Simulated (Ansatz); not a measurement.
# Stretch profile

CH4ClSi (SMILES [SiH2+]CCl) (charge +1), singlet, at its PBE0-D4/def2-TZVP minimum:

```
7
angstrom
Si -0.7469 0.2980 -0.6405
C 0.6152 -0.1042 0.5158
Cl 0.7306 -1.8396 0.7616
H -1.5832 -0.7745 -1.2057
H -1.0185 1.7000 -1.0184
H 0.4458 0.4188 1.4686
H 1.5571 0.3015 0.1186
```

The bond length C2–Cl3 (1.757 Å at the minimum) is set to the values below, the two halves moving rigidly along the bond. Each method's energies count from its own value at the PBE0-D4 minimum structure. Program: Ansatz 0.2.0. Basis: def2-TZVPP. Cores are frozen in the correlated methods. B3LYP uses VWN-RPA correlation.

```json
{"bond length (Å)": "1.581", "CCSD(T) (eV)": "0.588", "HF (eV)": "0.580", "PBE-D4 (eV)": "0.557"}
{"bond length (Å)": "1.616", "CCSD(T) (eV)": "0.368", "HF (eV)": "0.356", "PBE-D4 (eV)": "0.348"}
{"bond length (Å)": "1.668", "CCSD(T) (eV)": "0.148", "HF (eV)": "0.135", "PBE-D4 (eV)": "0.140"}
{"bond length (Å)": "1.728", "CCSD(T) (eV)": "0.021", "HF (eV)": "0.016", "PBE-D4 (eV)": "0.020"}
{"bond length (Å)": "1.795", "CCSD(T) (eV)": "0.003", "HF (eV)": "0.013", "PBE-D4 (eV)": "0.003"}
{"bond length (Å)": "1.867", "CCSD(T) (eV)": "0.089", "HF (eV)": "0.124", "PBE-D4 (eV)": "0.085"}
{"bond length (Å)": "1.943", "CCSD(T) (eV)": "0.261", "HF (eV)": "0.332", "PBE-D4 (eV)": "0.248"}
{"bond length (Å)": "2.024", "CCSD(T) (eV)": "0.504", "HF (eV)": "0.622", "PBE-D4 (eV)": "0.481"}
{"bond length (Å)": "2.108", "CCSD(T) (eV)": "0.795", "HF (eV)": "0.972", "PBE-D4 (eV)": "0.760"}
```

Minimum and curvature along this coordinate at CCSD(T): A fifth-order fit through the nearest points gives 1.772 Å, with a curvature of about 23 eV/Å².

Treat the two halves as rigid bodies and work out the harmonic wavenumber of this stretch from that curvature (ν̃ = 521.5 √(k/μ) cm⁻¹ with k in eV/Å² and μ in u).

The halves weigh 44.13 and 35.45 u, so μ = 44.13 × 35.45/79.58 = 19.658 u and ν̃ = 521.5 √(23/19.658) ≈ 560 cm⁻¹. A true normal mode mixes in other motions, so this is a guide only.

Largest difference from the CCSD(T) curve over the scan: r2SCAN-D4 0.044; PBE0-D4 0.118; B3LYP-D4 0.039; wB97M-V 0.096 eV. Each curve counts from its own value at the minimum.

The T1 diagnostic stays at or below 0.013.

For scale, one of the runs: CCSD(T)/def2-TZVPP, 171 basis functions (an equivalent command: `ansatz run in.yaml --threads 2`). The run took 22 s on 2 CPU threads (shared host), with 1.3 GiB of host memory at its peak.
